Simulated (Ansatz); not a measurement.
CH2F2, singlet in 6-31G: errors against RCCSDTQ

Geometry: MP2(full)/6-31G*, from the G2/97 set.

```xyz
5

C     0.0000    0.0000    0.5562
F     0.0000    1.1097   -0.2373
F     0.0000   -1.1097   -0.2373
H    -0.9084    0.0000    1.1600
H     0.9084    0.0000    1.1600
```

Basis 6-31G; Ansatz 0.2.0. Only valence electrons are correlated (noble-gas cores frozen), which leaves 20 electrons in 28 orbitals. Prefix R: restricted or restricted open-shell reference. Active spaces: valence = (16e, 12o, short of the full valence) chosen from the atoms' valence shells.

Full CI isn't at hand for all of this; RCCSDTQ serves as the reference, and is uncertain by about the last step of the cluster series.

* UHF ⟨S²⟩: 0.000
* T1 diagnostic (RCCSD): 0.0109
* largest doubles amplitude (RCCSD): 0.034

```json
{"level": "RHF", "E − E(RCCSDTQ) (kcal/mol)": "219.06", "share of correlation (%)": "0.00", "wall time": "–"}
{"level": "RMP2", "E − E(RCCSDTQ) (kcal/mol)": "11.50", "share of correlation (%)": "94.75", "wall time": "–"}
{"level": "CISD", "E − E(RCCSDTQ) (kcal/mol)": "21.70", "share of correlation (%)": "90.09", "wall time": "0.96 s"}
{"level": "RCCSD", "E − E(RCCSDTQ) (kcal/mol)": "4.21", "share of correlation (%)": "98.08", "wall time": "–"}
{"level": "RCCSD(T)", "E − E(RCCSDTQ) (kcal/mol)": "0.78", "share of correlation (%)": "99.65", "wall time": "0.3 s"}
{"level": "BCCD(T)", "E − E(RCCSDTQ) (kcal/mol)": "0.68", "share of correlation (%)": "99.69", "wall time": "0.36 s"}
{"level": "RCCSDT", "E − E(RCCSDTQ) (kcal/mol)": "0.49", "share of correlation (%)": "99.78", "wall time": "–"}
{"level": "CISDTQ", "E − E(RCCSDTQ) (kcal/mol)": "1.42", "share of correlation (%)": "99.35", "wall time": "6.1 min (H100)"}
{"level": "RCCSDT(Q)", "E − E(RCCSDTQ) (kcal/mol)": "-0.05", "share of correlation (%)": "100.02", "wall time": "4 s"}
{"level": "CASSCF (valence space)", "E − E(RCCSDTQ) (kcal/mol)": "149.17", "share of correlation (%)": "31.90", "wall time": "–"}
{"level": "NEVPT2 (valence space)", "E − E(RCCSDTQ) (kcal/mol)": "12.15", "share of correlation (%)": "94.45", "wall time": "10 s (H100)"}
{"level": "MRCISD (valence space)", "E − E(RCCSDTQ) (kcal/mol)": "10.15", "share of correlation (%)": "95.37", "wall time": "–"}
{"level": "MRCISD+Q (valence space)", "E − E(RCCSDTQ) (kcal/mol)": "2.58", "share of correlation (%)": "98.82", "wall time": "16 s (H100)"}
```

The correlation energy at RCCSDTQ, counted from RHF, is -9.499 eV. That run took 52 s on 2 threads of AMD EPYC 7R13 with a shared H100 80 GB, shared host.

Times hold each run's SCF and search for its determinant on a shared host, so for small cases they say little of a method's own cost; rows without a card ran on 1 thread of AMD EPYC 7R13.

Natural occupations of CASSCF (valence space) about the gap: 1.996 1.985 1.978 1.972 1.970 0.036 0.030 0.024 0.020; effectively unpaired electrons, Σ n²(2−n)², 0.02.

Atomization energy (electronic, same basis, no zero-point term; atoms at the same level, unrestricted beside the R rows where the molecule is a closed shell, with restricted open-shell steps beyond CCSDT(Q)) at RCCSDTQ: 1486.5 kJ/mol. Errors of other levels:

```
    level  error (kJ/mol)
      RHF          -368.2
     RMP2            22.8
     CISD           -77.4
    RCCSD           -13.3
 RCCSD(T)            -2.2
  BCCD(T)            -1.7
   RCCSDT            -1.7
   CISDTQ            -5.6
RCCSDT(Q)             0.2
```

This basis is far from its limit, so the value isn't to be set against a measured one. Truncated CI isn't size-consistent, which counts against it in atomization.
